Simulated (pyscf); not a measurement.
`[SiH3][SH]` → `[SiH][SH]` [singlet] + `[H][H]`, a 1,1-elimination (singlet surface; H–Si, H–Si broken, H–H formed). PySCF, gas phase, ωB97X-D3(BJ)/def2-SVP geometries. Energies in kJ/mol from the reactant's lowest minimum found.

Small-basis levels: PySCF, no dispersion term, spherical d functions. AM1 to PM7: differences of heats of formation from MOPAC, which are fitted to 298 K values and so differ in kind from electronic energies by zero-point and thermal terms. GFN2-xTB: tblite. Cost: rough CPU time at the saddle relative to B3LYP/6-31G*, from one job on a shared machine.

```csv
level,barrier,reaction energy,cost
BP86/6-31G*,240.7,+159.6,1
B3LYP/STO-3G,403.9,+241.0,0.6
B3LYP/6-31G*,(withheld),+166.2,1
PBE/def2-SVP,223.8,+170.4,1
B3LYP/def2-SVP,252.6,+171.9,1.0
GFN2-xTB,(withheld),+247.7,under 0.02
PM3,149.6,+89.4,under 0.02
ωB97M-D3(BJ)/def2-TZVP,(withheld),+175.3,–
```

Problem. Complete the blanks.

Solution. 
- B3LYP/6-31G*, barrier: 266.7
- GFN2-xTB, barrier: 367.0
- ωB97M-D3(BJ)/def2-TZVP, barrier: 256.6

Against the last row the barrier runs from -107.0 (PM3) to +147.3 kJ/mol (B3LYP/STO-3G). ωB97M-D3(BJ)/def2-TZVP has limits of its own. The same reactants have a lower exit, to H₂Si=S + H₂ (barrier +227.4 kJ/mol at ωB97M-D3(BJ)/def2-TZVP, against +256.6 kJ/mol here). :HSi–SH [singlet] lies 38.7 kJ/mol over its isomer H₂Si=S (electronic energy, ωB97M-D3(BJ)/def2-TZVP). One saddle was located; it need not be the lowest between these sides.
